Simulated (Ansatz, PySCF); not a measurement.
This Ansatz (a program for electronic structure) input computes a PBE/def2-TZVPD energy:

Ansatz 0.2 input:
```yaml
crystal:
  periodic: [false, false, false]
  atoms:
    - {symbol: O, position_ang: [0.48055385, 1.23179566, 0.07123776]}
    - {symbol: C, position_ang: [0.08562762, 0.07027235, -0.02389028]}
    - {symbol: N, position_ang: [1.00626554, -0.92842649, 0.11309204]}
    - {symbol: C, position_ang: [-1.36042777, -0.31419675, -0.10205132]}
    - {symbol: H, position_ang: [-1.96283413, 0.55313497, -0.36202520]}
    - {symbol: H, position_ang: [-1.50169577, -1.10859351, -0.83655991]}
    - {symbol: H, position_ang: [-1.68137161, -0.70252237, 0.86657569]}
    - {symbol: H, position_ang: [1.90641279, -0.63385265, -0.27388722]}
basis:
  gaussian:
    orbitals: def2-TZVPD
hamiltonian:
  xc: {name: PBE}
magnetization: {spin_polarized: true, initial_magnetization: 1}
output: {forces: true}
```

**Question.** Write an input for the same energy in PySCF and say what it gives.

**Answer.** 
```python
from pyscf import gto, scf, dft

mol = gto.M(
    atom='''
    O     0.48055385    1.23179566    0.07123776
    C     0.08562762    0.07027235   -0.02389028
    N     1.00626554   -0.92842649    0.11309204
    C    -1.36042777   -0.31419675   -0.10205132
    H    -1.96283413    0.55313497   -0.36202520
    H    -1.50169577   -1.10859351   -0.83655991
    H    -1.68137161   -0.70252237    0.86657569
    H     1.90641279   -0.63385265   -0.27388722
    ''',
    basis='def2-tzvpd',
    charge=0,
    spin=1,
    verbose=4,
)

mf = dft.UKS(mol, xc='pbe').density_fit(auxbasis='def2-universal-jkfit')
mf.grids.level = 3
mf.conv_tol = 1e-9
mf.max_cycle = 100
mf.max_memory = 1500
mf.kernel()
if not mf.converged:
    mf = mf.newton()
    mf.kernel(mf.make_rdm1())
for _ in range(2):
    mo, _, stable, _ = mf.stability(return_status=True)
    if stable:
        break
    mf.kernel(mf.make_rdm1(mo, mf.mo_occ))
mf.analyze()
```
It gives -208.37912 Eh, and Ansatz -208.37903 Eh, a difference of 0.09 mEh, from the treatment of integrals and grids.

It need not be the lowest isomer of its formula.
